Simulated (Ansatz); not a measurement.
Zinc-blende CuI: Born effective charge (magnitude) by level of theory

No measured value is used here.

Problem. Put these levels in order of the Born effective charge (magnitude) that they give for zinc-blende CuI, smallest first: LDA (Ansatz, a quantum-chemistry and plane-wave program), PBE (Ansatz), r²SCAN (Ansatz).

Solution. LDA (0.96 e), r²SCAN (1.04 e), PBE (1.11 e)

Unless a cell is named, each level is at its own relaxed cell (LDA 25.18, PBE 28.08, r²SCAN 27.31 Å³/atom).

Each level is taken at its own relaxed cell. Cutoffs differ between the levels. Ansatz's density-functional and Hartree–Fock values are scalar-relativistic unless marked +SOC, with PAW data made under PBE.
